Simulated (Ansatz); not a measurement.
**CH₃BO: one structure at several levels**

One table from this session's results is given with a row withheld; the runs are named, their logs left out.

The runs use Ansatz 0.2.0, Gaussian basis; single points in def2-TZVPP.

Correlated methods freeze the cores. B3LYP uses VWN-RPA correlation.

## Where the work starts

SMILES `B1CO1`, 6 atoms, charge 0, spin multiplicity 1.

Atoms are counted from 1 here; the program's logs count them from 0.

Bond lengths: B1–C2 1.490 Å, B1–O3 1.279 Å, B1–H4 1.144 Å, C2–O3 1.415 Å, C2–H5 1.035 Å, C2–H6 1.048 Å. Angles: C2–B1–O3 60.9°, C2–B1–H4 156.6°, O3–B1–H4 142.5°, B1–C2–O3 52.2°, B1–C2–H5 122.6°, B1–C2–H6 121.2°, O3–C2–H5 111.9°, O3–C2–H6 110.9°, H5–C2–H6 115.9°, B1–O3–C2 67.0°.

As a file:

```tsv
atom	x (Å)	y (Å)	z (Å)
B1	-0.68470	-0.37330	-0.38380
C2	0.56650	0.11830	0.25900
O3	-0.58530	0.86530	-0.08210
H4	-1.39480	-1.13980	-0.85030
H5	1.39490	0.41380	-0.28740
H6	0.69320	0.08060	1.29890
```

The first run:

File run/in.yaml:

```yaml
crystal:
  periodic: [false, false, false]
  atoms:
    - {symbol: B, position_ang: [-0.684700, -0.373300, -0.383800]}
    - {symbol: C, position_ang: [0.566500, 0.118300, 0.259000]}
    - {symbol: O, position_ang: [-0.585300, 0.865300, -0.082100]}
    - {symbol: H, position_ang: [-1.394800, -1.139800, -0.850300]}
    - {symbol: H, position_ang: [1.394900, 0.413800, -0.287400]}
    - {symbol: H, position_ang: [0.693200, 0.080600, 1.298900]}
basis:
  gaussian: {orbitals: def2-TZVPP}
correlation: {method: ccsd_t}
output: {forces: true}
```

The command line of these runs was not kept.

Steps of the session up to this table: CCSD(T)/def2-TZVPP; PBE0-D4/def2-TZVPP; wB97M-V/def2-TZVPP; r2SCAN-D4/def2-TZVPP; PBE-D4/def2-TZVPP; B3LYP-D4/def2-TZVPP; CAM-B3LYP-D4/def2-TZVPP.

One table of the session follows, with a row left open; its other results are not shown here.

```
      method  RMS force component (eV/Å)  angle to CCSD(T) forces (°)  dipole (D)
     CCSD(T)                       1.521                    reference        0.95
     PBE0-D4                       1.304                          9.1        0.93
     wB97M-V                       1.344                          4.1        0.96
   r2SCAN-D4                       1.439                          5.6        0.89
      PBE-D4                       1.577                          5.2        0.80
    B3LYP-D4                           ?                            ?           ?
CAM-B3LYP-D4                       1.256                          8.1        1.03
```

**Question.** Estimate the row for B3LYP-D4.

As computed: RMS force component (eV/Å): 1.375; angle to CCSD(T) forces (°): 4.7; dipole (D): 0.97. In the column «RMS force component (eV/Å)» it lies between wB97M-V (1.344) and r2SCAN-D4 (1.439).
